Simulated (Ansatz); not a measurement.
Born–Oppenheimer molecular dynamics of CH8Si2 (11 atoms, charge 0, multiplicity 1). It starts at the highest image of a converged band. Of that band: Neighbouring images differ by up to 3.2 eV, so the band resolves the path poorly. A vibrational analysis at the climbing image gives one clearly imaginary mode, 1195i cm⁻¹: a first-order saddle point.

Level of theory: Ansatz, RKS PBE/def2-SVP.

```json
{
  "ensemble": "NVE (velocity Verlet)",
  "time step": "0.5 fs",
  "steps asked": "200",
  "starting velocities drawn for": "300 K",
  "seed": "9054"
}
```

Frames 0.5 fs apart, positions in Å, forces in eV/Å.

Velocities at 80.0 fs (Å/ps):

```
Si -10.71 7.02 3.29
Si 14.58 -5.33 -6.44
C -7.43 1.39 4.53
H 33.31 -51.31 7.75
H -34.05 6.38 -15.32
H -22.50 15.49 8.92
H -26.71 -48.13 27.64
H 32.34 13.98 -19.21
H 27.86 -8.96 -6.62
H -23.16 -5.70 0.45
H -6.30 14.52 30.24
```

```xyz
11
Properties=species:S:1:pos:R:3:forces:R:3 time_fs=80.0 energy_less_start_eV=-1.100 T=1247
Si -1.494 0.622 1.071 -0.64 -0.04 -0.79
Si 2.367 -1.469 -0.579 0.55 -1.77 1.77
C -2.152 1.625 -0.186 -0.38 0.70 -1.15
H 2.900 -0.603 -1.534 0.85 1.66 -1.48
H -1.860 -0.862 0.932 0.30 0.54 0.48
H -0.838 1.253 2.257 0.13 -0.32 0.04
H 3.541 -2.420 -0.166 -0.75 0.47 -0.15
H 1.874 -0.757 0.646 -0.10 0.04 -0.03
H 1.324 -2.246 -1.258 -0.57 -0.39 -0.10
H -1.956 2.738 -0.368 -0.20 -1.19 0.50
H -2.795 1.181 -1.025 0.82 0.31 0.92
11
Properties=species:S:1:pos:R:3:forces:R:3 time_fs=80.5 energy_less_start_eV=-1.075 T=1226
Si -1.500 0.625 1.072 -0.64 -0.11 -0.74
Si 2.374 -1.472 -0.582 0.47 -2.03 2.01
C -2.156 1.625 -0.184 -0.27 0.76 -0.92
H 2.917 -0.627 -1.532 1.02 1.85 -1.72
H -1.877 -0.858 0.925 0.33 0.57 0.50
H -0.849 1.260 2.262 0.13 -0.34 0.02
H 3.526 -2.444 -0.153 -0.72 0.52 -0.17
H 1.890 -0.750 0.637 -0.14 0.07 0.01
H 1.337 -2.251 -1.261 -0.65 -0.39 -0.13
H -1.967 2.734 -0.367 -0.14 -1.03 0.49
H -2.798 1.188 -1.009 0.62 0.14 0.64
11
Properties=species:S:1:pos:R:3:forces:R:3 time_fs=81.0 energy_less_start_eV=-1.066 T=1218
Si -1.505 0.629 1.074 -0.63 -0.15 -0.70
Si 2.382 -1.474 -0.585 0.40 -2.17 2.11
C -2.160 1.626 -0.182 -0.12 0.78 -0.60
H 2.937 -0.646 -1.534 1.12 1.91 -1.83
H -1.893 -0.853 0.919 0.35 0.58 0.53
H -0.860 1.267 2.267 0.13 -0.37 0.01
H 3.510 -2.466 -0.139 -0.68 0.55 -0.18
H 1.906 -0.743 0.627 -0.17 0.10 0.04
H 1.349 -2.256 -1.265 -0.69 -0.37 -0.14
H -1.980 2.727 -0.365 -0.08 -0.79 0.47
H -2.798 1.196 -0.991 0.37 -0.07 0.30
11
Properties=species:S:1:pos:R:3:forces:R:3 time_fs=81.5 energy_less_start_eV=-1.073 T=1223
Si -1.511 0.632 1.075 -0.62 -0.17 -0.65
Si 2.389 -1.478 -0.588 0.38 -2.19 2.06
C -2.164 1.627 -0.180 0.08 0.74 -0.22
H 2.960 -0.660 -1.540 1.14 1.85 -1.80
H -1.908 -0.846 0.915 0.36 0.57 0.55
H -0.871 1.273 2.271 0.12 -0.38 -0.01
H 3.493 -2.487 -0.127 -0.62 0.56 -0.19
H 1.921 -0.735 0.618 -0.21 0.13 0.07
H 1.359 -2.263 -1.269 -0.71 -0.33 -0.14
H -1.992 2.719 -0.362 0.00 -0.47 0.43
H -2.798 1.204 -0.973 0.07 -0.30 -0.10
11
Properties=species:S:1:pos:R:3:forces:R:3 time_fs=82.0 energy_less_start_eV=-1.089 T=1237
Si -1.516 0.635 1.077 -0.60 -0.17 -0.60
Si 2.397 -1.481 -0.591 0.39 -2.10 1.85
C -2.167 1.629 -0.179 0.31 0.66 0.20
H 2.986 -0.671 -1.551 1.06 1.66 -1.63
H -1.922 -0.838 0.911 0.37 0.54 0.56
H -0.881 1.277 2.276 0.12 -0.40 -0.02
H 3.474 -2.507 -0.114 -0.55 0.57 -0.19
H 1.936 -0.727 0.608 -0.23 0.15 0.09
H 1.367 -2.271 -1.273 -0.69 -0.27 -0.12
H -2.004 2.709 -0.358 0.08 -0.09 0.38
H -2.798 1.211 -0.955 -0.26 -0.55 -0.53
11
Properties=species:S:1:pos:R:3:forces:R:3 time_fs=82.5 energy_less_start_eV=-1.108 T=1253
Si -1.522 0.639 1.078 -0.58 -0.15 -0.54
Si 2.404 -1.484 -0.593 0.45 -1.91 1.52
C -2.171 1.630 -0.177 0.52 0.52 0.62
H 3.014 -0.677 -1.566 0.91 1.38 -1.34
H -1.935 -0.829 0.909 0.37 0.48 0.57
H -0.891 1.281 2.280 0.12 -0.41 -0.03
H 3.453 -2.525 -0.102 -0.46 0.56 -0.19
H 1.950 -0.719 0.599 -0.26 0.17 0.10
H 1.374 -2.279 -1.278 -0.66 -0.19 -0.09
H -2.016 2.699 -0.353 0.16 0.33 0.32
H -2.798 1.217 -0.938 -0.58 -0.79 -0.93
11
Properties=species:S:1:pos:R:3:forces:R:3 time_fs=83.0 energy_less_start_eV=-1.125 T=1267
Si -1.527 0.642 1.080 -0.55 -0.12 -0.48
Si 2.412 -1.488 -0.596 0.52 -1.66 1.12
C -2.175 1.631 -0.175 0.69 0.34 0.96
H 3.044 -0.680 -1.583 0.70 1.05 -0.98
H -1.948 -0.819 0.909 0.37 0.41 0.57
H -0.900 1.284 2.285 0.12 -0.42 -0.04
H 3.432 -2.542 -0.091 -0.37 0.54 -0.18
H 1.964 -0.711 0.590 -0.27 0.18 0.10
H 1.379 -2.288 -1.283 -0.60 -0.10 -0.06
H -2.028 2.690 -0.347 0.24 0.76 0.25
H -2.800 1.221 -0.923 -0.85 -0.98 -1.26
11
Properties=species:S:1:pos:R:3:forces:R:3 time_fs=83.5 energy_less_start_eV=-1.137 T=1278
Si -1.533 0.646 1.081 -0.51 -0.09 -0.41
Si 2.419 -1.492 -0.598 0.59 -1.39 0.67
C -2.178 1.633 -0.173 0.77 0.14 1.17
H 3.076 -0.680 -1.604 0.47 0.70 -0.59
H -1.959 -0.807 0.910 0.35 0.31 0.57
H -0.910 1.286 2.289 0.13 -0.42 -0.05
H 3.410 -2.557 -0.080 -0.26 0.50 -0.16
H 1.977 -0.702 0.582 -0.28 0.19 0.09
H 1.383 -2.297 -1.288 -0.53 0.01 -0.01
H -2.039 2.682 -0.340 0.30 1.15 0.18
H -2.803 1.222 -0.911 -1.02 -1.10 -1.47
11
Properties=species:S:1:pos:R:3:forces:R:3 time_fs=84.0 energy_less_start_eV=-1.147 T=1286
Si -1.539 0.649 1.082 -0.46 -0.04 -0.34
Si 2.427 -1.496 -0.600 0.64 -1.11 0.24
C -2.182 1.635 -0.170 0.73 -0.07 1.21
H 3.109 -0.679 -1.625 0.22 0.36 -0.20
H -1.970 -0.795 0.912 0.33 0.20 0.56
H -0.919 1.287 2.293 0.13 -0.42 -0.05
H 3.387 -2.572 -0.069 -0.15 0.45 -0.13
H 1.989 -0.692 0.573 -0.29 0.19 0.07
H 1.385 -2.305 -1.293 -0.44 0.12 0.03
H -2.050 2.678 -0.334 0.34 1.45 0.13
H -2.809 1.221 -0.903 -1.05 -1.13 -1.51
11
Properties=species:S:1:pos:R:3:forces:R:3 time_fs=84.5 energy_less_start_eV=-1.155 T=1293
Si -1.545 0.653 1.083 -0.40 0.01 -0.25
Si 2.434 -1.500 -0.602 0.67 -0.84 -0.16
C -2.185 1.636 -0.168 0.56 -0.24 1.05
H 3.142 -0.677 -1.647 -0.02 0.05 0.16
H -1.980 -0.782 0.915 0.31 0.08 0.55
H -0.927 1.286 2.297 0.14 -0.41 -0.05
H 3.363 -2.585 -0.059 -0.03 0.39 -0.10
H 2.001 -0.683 0.565 -0.29 0.18 0.04
H 1.387 -2.314 -1.298 -0.35 0.23 0.08
H -2.060 2.677 -0.327 0.35 1.61 0.08
H -2.818 1.217 -0.898 -0.94 -1.04 -1.39
11
Properties=species:S:1:pos:R:3:forces:R:3 time_fs=85.0 energy_less_start_eV=-1.159 T=1297
Si -1.550 0.656 1.085 -0.33 0.05 -0.15
Si 2.442 -1.504 -0.604 0.67 -0.60 -0.51
C -2.188 1.638 -0.165 0.30 -0.34 0.73
H 3.176 -0.675 -1.669 -0.23 -0.22 0.47
H -1.989 -0.769 0.920 0.28 -0.06 0.53
H -0.936 1.285 2.301 0.15 -0.40 -0.04
H 3.340 -2.598 -0.049 0.08 0.33 -0.07
H 2.012 -0.672 0.557 -0.28 0.16 0.00
H 1.387 -2.322 -1.303 -0.26 0.34 0.12
H -2.068 2.679 -0.319 0.34 1.60 0.06
H -2.829 1.211 -0.897 -0.71 -0.87 -1.13
11
Properties=species:S:1:pos:R:3:forces:R:3 time_fs=85.5 energy_less_start_eV=-1.156 T=1294
Si -1.556 0.659 1.086 -0.26 0.10 -0.05
Si 2.450 -1.508 -0.606 0.64 -0.38 -0.81
C -2.191 1.639 -0.162 -0.02 -0.32 0.30
H 3.209 -0.673 -1.689 -0.41 -0.44 0.73
H -1.997 -0.757 0.926 0.24 -0.21 0.51
H -0.944 1.283 2.305 0.15 -0.38 -0.03
H 3.317 -2.609 -0.039 0.20 0.25 -0.03
H 2.022 -0.662 0.548 -0.27 0.13 -0.05
H 1.387 -2.329 -1.307 -0.17 0.44 0.16
H -2.076 2.686 -0.312 0.30 1.43 0.05
H -2.841 1.203 -0.899 -0.40 -0.63 -0.79
```

Of the whole run (100 fs, mean temperature of the second half 1264 K): The conserved energy stayed within 0.36 meV per atom of its start (net change 0.037 meV per atom), so the integration is sound. The kinetic energy rose, since the run started high on the potential surface and went downhill. It ends in pieces (CH4Si + H4Si), so much of that is their flight and rotation, not heat. A run of 0.1 ps of so small a system gives no equilibrium averages. The orbitals stay closed-shell, which can raise the energy where a bond breaks towards radicals; this wasn't checked here.

Time of the run: 3.2 min on 2 threads of Intel(R) Xeon(R) CPU @ 2.80GHz (Skylake/Cascade Lake), on a shared host, peak memory 0.14 GiB.
